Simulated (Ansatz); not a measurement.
# Sulfur hexafluoride (SF₆): a ladder of functionals and wavefunction methods

The task here is to estimate one member of a computed series from the others.

The runs use Ansatz 0.2.0, Gaussian basis; functionals in def2-TZVPP, the program's frozen cores in correlated methods.

Plan: LDA (SPW92), PBE-D4, revPBE-D4, BLYP-D4, r2SCAN-D4, B97M-V, PBE0-D4, B3LYP-D4, r2SCANh-D4, r2SCAN0-D4, HSE06-D4, BHLYP-D4, CAM-B3LYP-D4, LC-ωPBE, ωB97X-V, ωB97M-V, B2PLYP, PBE-QIDH; CCSD(T)/def2-SVP; CCSD(T)/def2-TZVPP; MP2/def2-QZVPP; extrapolation to the limit; RPA on PBE.

### The relaxed structure

An earlier PBE0-D4 in a triple-zeta def2 set relaxation fixed the geometry.

SMILES `FS(F)(F)(F)(F)F`, 7 atoms, charge 0, spin multiplicity 1.

Atoms are counted from 1 here; the program's logs count them from 0.

Bond lengths: F1–S2 1.565 Å, S2–F3 1.565 Å, S2–F4 1.565 Å, S2–F5 1.565 Å, S2–F6 1.565 Å, S2–F7 1.565 Å. Angles: F1–S2–F3 90.0°, F1–S2–F4 90.0°, F1–S2–F5 180.0°, F1–S2–F6 90.0°, F1–S2–F7 90.0°, F3–S2–F4 180.0°, F3–S2–F5 90.0°, F3–S2–F6 90.0°, F3–S2–F7 90.0°, F4–S2–F5 90.0°, F4–S2–F6 90.0°, F4–S2–F7 90.0°, F5–S2–F6 90.0°, F5–S2–F7 90.0°, F6–S2–F7 180.0°.

The first run:

in.yaml reads:

```yaml
crystal:
  periodic: [false, false, false]
  atoms:
    - {symbol: F, position_ang: [-0.566043, -1.308394, 0.646139]}
    - {symbol: S, position_ang: [-0.000000, 0.000004, -0.000000]}
    - {symbol: F, position_ang: [1.164639, 0.012533, 1.045590]}
    - {symbol: F, position_ang: [-1.164597, -0.012545, -1.045637]}
    - {symbol: F, position_ang: [0.565994, 1.308430, -0.646119]}
    - {symbol: F, position_ang: [-0.879255, 0.858880, 0.969041]}
    - {symbol: F, position_ang: [0.879262, -0.858899, -0.969014]}
basis:
  gaussian: {orbitals: def2-TZVPP}
hamiltonian: {xc: lda}
output: {orbitals: {seedname: orbitals}}
```

Launch:

```console
$ ansatz run in.yaml --threads 2 --pin off --events-out ev --progress --plain --max-ram 32768MiB --backend cpu
```

Steps of the session up to this table: LDA; PBE-D4 (GGA); revPBE-D4 (GGA); BLYP-D4 (GGA); r2SCAN-D4 (meta-GGA); B97M-V (meta-GGA); B3LYP-D4 (hybrid); r2SCANh-D4 (hybrid); r2SCAN0-D4 (hybrid); HSE06-D4 (hybrid); BHLYP-D4 (hybrid); CAM-B3LYP-D4 (range-separated); LC-ωPBE (range-separated); ωB97X-V (range-separated); ωB97M-V (range-separated); B2PLYP (double hybrid); PBE-QIDH (double hybrid).

One table of the session follows, with a row left open; its other results are not shown here.

It belongs to the step «Orbital energies across the functionals». 

| functional | HOMO (eV) | gap (eV) |
| --- | --- | --- |
| LDA (SPW92) | -10.35 | 7.59 |
| PBE-D4 | -10.06 | 7.69 |
| revPBE-D4 | -9.95 | 7.75 |
| BLYP-D4 | -10.03 | 7.64 |
| r2SCAN-D4 | -10.67 | 8.64 |
| B97M-V | -10.86 | 9.04 |
| PBE0-D4 | -12.37 | 11.32 |
| B3LYP-D4 | -12.05 | 10.53 |
| r2SCANh-D4 | -11.52 | 9.96 |
| r2SCAN0-D4 | ? | ? |
| HSE06-D4 | -11.95 | 10.52 |
| BHLYP-D4 | -14.69 | 14.97 |
| CAM-B3LYP-D4 | -13.98 | 14.04 |
| LC-ωPBE | -15.18 | 16.74 |
| ωB97X-V | -14.92 | 16.42 |
| ωB97M-V | -14.90 | 16.28 |

Estimate the missing values for r2SCAN0-D4.

Worked estimate for «HOMO (eV)». Against the share of exact exchange, r2SCAN-D4 (0, -10.67), r2SCANh-D4 (0.1, -11.52) give a slope of -8.50 per unit share; at 0.25 the line stands at -12.79.

The run gave: HOMO (eV): -12.81; gap (eV): 11.96. In «HOMO (eV)» the line misses by +0.02.
